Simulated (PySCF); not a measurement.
CH₂, SMILES [CH2] (connectivity only; charge and spin as stated), neutral, multiplicity 1. The structure is a stationary point at B3LYP-D3(BJ)/def2-TZVPD. The isomer is the one that the SMILES or the coordinates give; other isomers of the formula were not compared.

PySCF with TDA-B3LYP/def2-TZVPD puts the lowest singlet excitations at 1.72, 5.49, 6.28, 8.28, 9.42, 9.82 eV.

What are the lowest excitation roots from ADC(2)/aug-cc-pVDZ (PySCF 2.14.0)? (The exact figures need the calculation; the answer reports its results.)

1.62, 5.74, 6.49, 7.72, 8.44, 8.75 eV. S1 differs by -0.10 eV (second minus first; roots are paired by order, and the bases may differ).
